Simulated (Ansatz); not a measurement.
# BHO2: the cost of one run

Program: Ansatz 0.2.0, Gaussian basis. Level of theory: def2-QZVPP, core rule «outside noble gas», up to 3 orbitals frozen. These are calculated values, not measurements.

The runs, in order: UHF; ROHF; CCSD(T) on UHF.

2 further runs of the same task are left out: 2 set aside as unsound or not needed. Runs told in other sessions of the task aren't counted.

## 1. What is computed

The geometry is a PBE0/def2-TZVP stationary point (not a proven minimum) of the parent state, kept for this charge and spin.

4 atoms, charge 1, spin multiplicity 2.

Atoms are counted from 1 here; the program's logs count them from 0.

Bond lengths: O1–B2 1.211 Å, B2–O3 1.322 Å, O3–H4 0.960 Å. Angles: O1–B2–O3 177.5°, B2–O3–H4 117.0°.

## 2. UHF

Input file in.yaml:

```yaml
crystal:
  periodic: [false, false, false]
  atoms:
    - {symbol: O, position_ang: [0.000000, 0.037717, 1.291429]}
    - {symbol: B, position_ang: [0.000000, 0.005237, 0.081329]}
    - {symbol: O, position_ang: [0.000000, -0.087552, -1.237247]}
    - {symbol: H, position_ang: [0.000000, 0.734879, -1.732370]}
basis:
  gaussian: {orbitals: "def2-QZVPP.json"}
total_charge: 1
magnetization: {spin_polarized: true, initial_magnetization: 1}
hamiltonian: {xc: hf}
output: {orbitals: {seedname: orbitals}}
```

Run with:

```console
$ ansatz run in.yaml --threads 1 --pin off --events-out ev --progress --plain --max-ram 2393MiB
```

**Question.** How long does this run take on 1 thread of Arm Neoverse V1, shared host, and how much memory does it need?

About 12 s, with a peak of 0.38 GiB.
